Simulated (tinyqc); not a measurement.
The integration grid: Kohn-Sham PBE on finer and finer grids in the sto-6g basis, for BH3, spin multiplicity 1. Computed by the program tinyqc with PySCF. 

Geometry (angstrom):
```
atom,x,y,z
B,0.0000,0.0000,0.0410
H,1.1440,0.0000,0.0000
H,-0.5720,0.9910,0.0000
H,-0.5720,-0.9910,0.0000
```

Self-consistent on each grid; the net force on the molecule should vanish.

Kohn-Sham energy on Becke grids (radial x angular points per atom):
```
grid,points,residual of the electron count,E (hartree),E - finest (mhartree),largest net force without grid terms (hartree/bohr)
10 x 14,551,4.42e-03,-26.484506,-0.736678,3.25e-02
15 x 26,1544,1.24e-02,-26.489225,-5.455492,4.08e-03
20 x 50,3982,-6.55e-05,-26.484258,-0.489038,3.71e-04
30 x 86,10294,6.45e-06,-26.483706,0.063163,1.83e-04
50 x 194,38742,4.41e-06,-26.483770,-0.000222,1.44e-05
75 x 302,90448,-2.13e-07,-26.483769,0.000000,3.63e-06
120 x 590,282725,7.64e-09,-26.483769,0.000000,3.01e-07
```

The energy is within 0.1 mhartree of the finest grid first at 30 x 86. The error has both signs, since quadrature is not variational. The electron count and the net force are cheap signs of a poor grid.
